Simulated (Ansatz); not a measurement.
**Structure relaxation of BaFe₂S₄**

Theory: DFT PBEsol, scalar-relativistic, plane waves, PAW in Ansatz 0.2.0. Cutoff 420 eV, Γ-centred k mesh, Gaussian smearing, collinear spin, first started from parallel moments.

The start is a database structure of BaFe₂S₄, space group I422 (No. 97).

```
Ba Fe S
1.0
    -3.93822    3.93822    2.60738
     3.93822   -3.93822    2.60738
     3.93822    3.93822   -2.60738
Ba Fe S
1 2 4
Direct
  0.00000 0.00000 0.00000
  0.50000 0.00000 0.50000
  0.00000 0.50000 0.50000
  0.40291 0.90291 0.80582
  0.59709 0.40291 0.50000
  0.90291 0.09709 0.50000
  0.09709 0.59709 0.19418
```

Steps on the 10×10×10 mesh (7 atoms). 5 of 6 steps are shown, and the free energy counts from the last. Trial steps that were taken back and renewals of the plane-wave basis can be among the rows.

```
step  ΔF (meV/atom) V (Å³/atom) P (GPa) largest force component (eV/Å)
   1           15.6        23.11    -3.67                           0.245
   2            2.5        21.33    -0.27                           0.269
   3            0.4        21.67     0.39                           0.137
   4           -0.2        21.65    -0.05                           0.006
   6            0.0        21.64    -0.01                           0.000
```

A final relaxation ran on a 10×10×10 mesh. The relaxed crystal, I422 (No. 97):

```
Ba Fe S
1.0
    -3.84893    3.84893    2.55623
     3.84893   -3.84893    2.55623
     3.84893    3.84893   -2.55623
Ba Fe S
1 2 4
Direct
  0.00000 0.00000 0.00000
  0.50000 0.00000 0.50000
  0.00000 0.50000 0.50000
  0.40493 0.90493 0.80987
  0.59507 0.40493 0.50000
  0.90493 0.09507 0.50000
  0.09507 0.59507 0.19013
```

```
Volume per atom          : 21.64 Å³
Density                  : 4.14 g/cm³
Energy over the elements : -0.91 eV/atom
Gap on the 10×10×10 mesh : 0 eV (a metal)
Net moment per atom      : 0.28 μB
Largest site moment      : 0.72 μB
```

Energies over the elements count from the elements' standard structures at the same level, with no empirical corrections.

The final run used a 10×10×10 mesh on its 7-atom cell and 0.10 eV smearing. The k mesh leaves about 4 meV/atom of noise in metals.

A structure relaxed within its symmetry needn't be a true minimum.